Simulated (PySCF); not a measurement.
Species: aluminum monochloride, AlCl (triplet state).
SMILES: `[Al][Cl]`

The calculation used PBE0-D3(BJ)/def2-SVP geometry optimisation, gas phase in PySCF.

Masses are those of the commonest isotopes; rigid-rotor values at the optimised geometry. 

What are the moment of inertia and the rotational constant?

I = 68.805 u·Å², B = 505379 MHz·u·Å²/I = 7345 MHz (0.2450 cm⁻¹, or 0.353 K as hB/k). For two atoms I = μr² with μ = 15.2301 u and r = 2.1255 Å.

If the electronic state has orbital angular momentum about the axis (Π, Δ; not determined here), the simple ladder of levels BJ(J+1) doesn't apply.

Stationary, but not proved a minimum. ⟨S²⟩ = 2.002 (exact for a triplet: 2.00). Zero-point vibration and centrifugal distortion are left out.

***

Species: LiO (doublet state).
SMILES: `[O][Li]`

Theory: PBE0-D3(BJ)/def2-SVP geometry optimisation, gas phase in PySCF.

Masses are those of the commonest isotopes; rigid-rotor values at the optimised geometry. 

Problem. What are the moment of inertia and the rotational constant?

Solution. I = 13.485 u·Å², B = 505379 MHz·u·Å²/I = 37476 MHz (1.2501 cm⁻¹, or 1.799 K as hB/k). For two atoms I = μr² with μ = 4.8768 u and r = 1.6629 Å.

If the electronic state has orbital angular momentum about the axis (Π, Δ; not determined here), the simple ladder of levels BJ(J+1) doesn't apply.

No PBE0-D3(BJ)/def2-SVP frequencies stand behind this structure, so it isn't proved a minimum. ⟨S²⟩ = 0.753 (exact for a doublet: 0.75). Zero-point vibration and centrifugal distortion are left out.
